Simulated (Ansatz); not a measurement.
Born–Oppenheimer molecular dynamics of H$_{3}$MgOS (6 atoms, charge 1, multiplicity 1). It starts from a relaxed structure.

Computed with Ansatz 0.2.0, UKS PBE/def2-SVP.

```json
{
  "ensemble": "NVE (Milne-controlled integrator)",
  "time step": "0.5 fs",
  "steps asked": "100",
  "starting velocities drawn for": "3000 K",
  "masses": "H 10 u",
  "seed": "513391"
}
```

First frame:

```xyz
6
Properties=species:S:1:pos:R:3
Mg -1.759 -0.245 -0.772
O -0.011 -0.066 -0.031
S 1.460 -0.307 0.429
H -3.303 -0.362 -1.409
H 2.133 0.846 0.033
H 1.479 0.135 1.750
```

Q: How far do the bonds stretch over the last three quarters of this one trajectory? (Pairs bonded in most of those frames.)

A: 
```tsv
bond	mean (Å)	spread (Å)	shortest	longest
Mg1–O2	2.085	0.135	1.86	2.24
Mg1–H4	1.694	0.007	1.69	1.70
O2–S3	1.588	0.025	1.55	1.62
S3–H5	1.399	0.050	1.32	1.47
S3–H6	1.425	0.090	1.30	1.57
```

Mean temperature of the second half: 1271 K. The conserved energy stayed within 0.0015 meV per atom of its start (net change -0.0005 meV per atom), so the integration is sound. A run of 0.05 ps of so small a system gives no equilibrium averages. Limits of this set-up: the dipole of an ion depends on the origin.

Time of the run: 2.8 min on 1 thread of Intel(R) Xeon(R) Platinum 8488C (Sapphire Rapids), with other jobs on the host, peak memory 0.14 GiB.
